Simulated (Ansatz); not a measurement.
# AlCl (triplet): from Hartree-Fock to the top rungs, aug-cc-pVDZ

The task here is to estimate one member of a computed series from the others.

Method: aug-cc-pVDZ, core rule «outside noble gas», up to 10 orbitals frozen; program: Ansatz 0.2.0, Gaussian basis.

Plan: UHF; CCSD(T) on ROHF; CCSD(T) on UHF; BCCD(T) on ROHF; CISD; CCSDT(Q) on ROHF; CCSDT(Q) on UHF.

22 further runs of the same task are left out: 9 for a known fault of the program, 3 that didn't finish, 10 set aside as unsound or not needed.

### The geometry

The geometry is a PBE0/def2-TZVPD stationary point (not a proven minimum) of the parent state, kept for this charge and spin.

2 atoms, charge 0, spin multiplicity 3.

Atoms are counted from 1 here; the program's logs count them from 0.

Bond lengths: Al1–Cl2 2.216 Å.

Geometry (Å):

```xyz
2
AlCl
Al    0.00000    0.00000    0.00000
Cl    0.00000    0.00000    2.21590
```

The first run:

File in.yaml:

```yaml
crystal:
  periodic: [false, false, false]
  atoms:
    - {symbol: Al, position_ang: [0.000000, 0.000000, 0.000000]}
    - {symbol: Cl, position_ang: [0.000000, 0.000000, 2.215900]}
basis:
  gaussian: {orbitals: aug-cc-pVDZ}
magnetization: {spin_polarized: true, initial_magnetization: 2}
hamiltonian: {xc: hf}
output: {orbitals: {seedname: orbitals}}
```

The run is started by

```console
> ansatz run in.yaml --threads 1 --pin off --events-out ev --progress --plain --max-ram 2393MiB
```

Steps of the session up to this table: UHF; CCSD(T) on ROHF; CCSD(T) on UHF; BCCD(T) on ROHF; CISD; CCSDT(Q) on ROHF; CCSDT(Q) on UHF.

One of the session's tables, all rows but one given; the rest of the session is left out.

| method | from UCCSDT(Q) (kJ/mol) |
| --- | --- |
| ROHF | +509.5 |
| UHF | +507.4 |
| RMP2 | +61.9 |
| UMP2 | +61.2 |
| CISD | +45.5 |
| RCCSD | +17.9 |
| UCCSD | +17.8 |
| RCCSD(T) | +3.1 |
| UCCSD(T) | +3.0 |
| BCCD(T) | +3.1 |
| RCCSDT | +1.3 |
| UCCSDT | ? |
| RCCSDT(Q) | +0.2 |
| UCCSDT(Q) | 0 |

Q: Estimate the row for UCCSDT from the others.

The run gave: from UCCSDT(Q) (kJ/mol): +1.2. In the column «from UCCSDT(Q) (kJ/mol)» it lies between RCCSDT(Q) (+0.2) and RCCSDT (+1.3).

To keep in mind: Restricted and unrestricted rows rest on different reference determinants; where their highest levels disagree by more than a few hundredths of an eV, they describe different states and don't form one ladder.
